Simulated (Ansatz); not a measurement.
BaMo: from a trial structure to a relaxed crystal

These are results of Ansatz 0.2.0, DFT PBE, scalar-relativistic, plane waves, PAW, not measurements. Cutoff 420 eV, Γ-centred k mesh, Gaussian smearing, no spin polarisation in the final step.

BaMo was placed on the sites of a reported ScGa cell (Cmcm, No. 63), with Ba in place of Sc, Mo in place of Ga, at a guessed volume.

```
Ba Mo
1.0
     2.26054   -5.73567    0.00000
     2.26054    5.73567    0.00000
     0.00000    0.00000    4.37833
Ba Mo
2 2
Direct
  0.86200 0.13800 0.75000
  0.13800 0.86200 0.25000
  0.58300 0.41700 0.75000
  0.41700 0.58300 0.25000
```

Cell and atoms relax at zero pressure; the relaxation can't lower the symmetry of the start. After a coarse first stage the cell is made exact in the group found at 0.06 Å.

Energies over the elements count from the elements' standard structures at the same level, with no empirical corrections.

(1) Describe the relaxed structure.

(2) What are its volume, energy, density and gap?

Answers

(1) It keeps Cmcm (No. 63), but not the shape of the type it started on. Conventional cell: a = 5.508 Å, b = 12.683 Å, c = 3.709 Å. Ba is coordinated by 4 Mo at 3.46 Å, 3 Mo at 3.71–3.86 Å, 4 Ba at 3.71–3.93 Å and 4 Ba at 4.40 Å; Mo is coordinated by 2 Mo at 2.38 Å.

```cif
data_structure
_symmetry_space_group_name_H-M 'Cmcm'
_symmetry_Int_Tables_number 63
_cell_length_a 5.5085
_cell_length_b 12.6831
_cell_length_c 3.7093
_cell_angle_alpha 90.000
_cell_angle_beta 90.000
_cell_angle_gamma 90.000
_cell_volume 259.15
loop_
_atom_site_label
_atom_site_type_symbol
_atom_site_symmetry_multiplicity
_atom_site_Wyckoff_symbol
_atom_site_fract_x
_atom_site_fract_y
_atom_site_fract_z
_atom_site_occupancy
Ba1 Ba 4 c 0.00000 0.13643 0.75000 1
Mo1 Mo 4 c 0.00000 0.44101 0.75000 1
```

(2) The volume per atom is 32.39 Å³, the density is 5.98 g/cm³ and the energy over the elements is 0.81 eV/atom. The gap on the 10×10×12 mesh is 0 eV (a metal).

The final run used a 10×10×12 mesh on its 4-atom cell and 0.10 eV smearing. For metals, differences of a few meV/atom aren't resolved. A structure relaxed within its symmetry needn't be a true minimum.

Cost: 4 runs of about 4.9 core-minutes in all, on Intel Xeon Platinum 8375C (Ice Lake) (shared hosts).